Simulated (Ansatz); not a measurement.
We consider 2H WS2, described by r²SCAN-D4 (Ansatz, a program for electronic structure, plane waves, PAW).

Run with plane-wave cutoff 560 eV, 12×12×4 k mesh (along the axes of the cell as run), Fermi–Dirac smearing 0.01 eV, no spin polarisation, scalar-relativistic PAW data made under PBE.

Response to compression and expansion:

Shape and atoms are relaxed at each volume.

| V (Å³/atom) | P (GPa) | direct gap at Γ (eV) | smallest gap on the k mesh (eV) | c (Å) |
|---|---|---|---|---|
| 17.495 | 2.01 | 2.370 | 1.020 | 12.169 |
| 17.859 | 0.87 | 2.403 | 1.101 | 12.354 |
| 18.224 | 0.00 | 2.440 | 1.181 | 12.551 |
| 18.588 | -0.63 | 2.480 | 1.261 | 12.758 |
| 18.953 | -1.09 | 2.522 | 1.338 | 12.974 |

The fundamental gap (1.18 eV at the equilibrium volume, with added k points) lies elsewhere than Γ–Γ.

Note: the bulk modulus comes from volumes at which shape and atoms were relaxed.

Spin–orbit coupling is not included.
